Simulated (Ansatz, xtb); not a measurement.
Species: F2, net charge 1, doublet state. SMILES of the parent species: FF
Coordinates optimised at B3LYP-D3(BJ)/def2-TZVP (Ansatz, a quantum-chemistry and plane-wave program):
```
F
F 1 1.2931
```
Charge +1, spin multiplicity 2.

Harmonic wavenumbers from GFN2-xTB (xtb, at its own minimum), cm⁻¹: 858.

Give the harmonic wavenumbers at B3LYP-D3(BJ)/def2-TZVP (Ansatz, finite differences of forces, unscaled).

1234 cm⁻¹. Zero-point energy 1.8 kcal/mol.

From these and the geometry, give the ideal-gas thermochemistry at 298.15 K and 1 atm (rigid rotor, harmonic oscillator).

Point group D∞h, rotational symmetry number 2. Rotational constants 31.82, 31.82 GHz. S(trans) 36.83, S(rot) 11.09, S(vib) 0.04, S(elec, spin only) 1.38, S 49.3 cal/(mol K). H(298) - H(0) 2.08 kcal/mol; G - E(el) -10.9 kcal/mol.
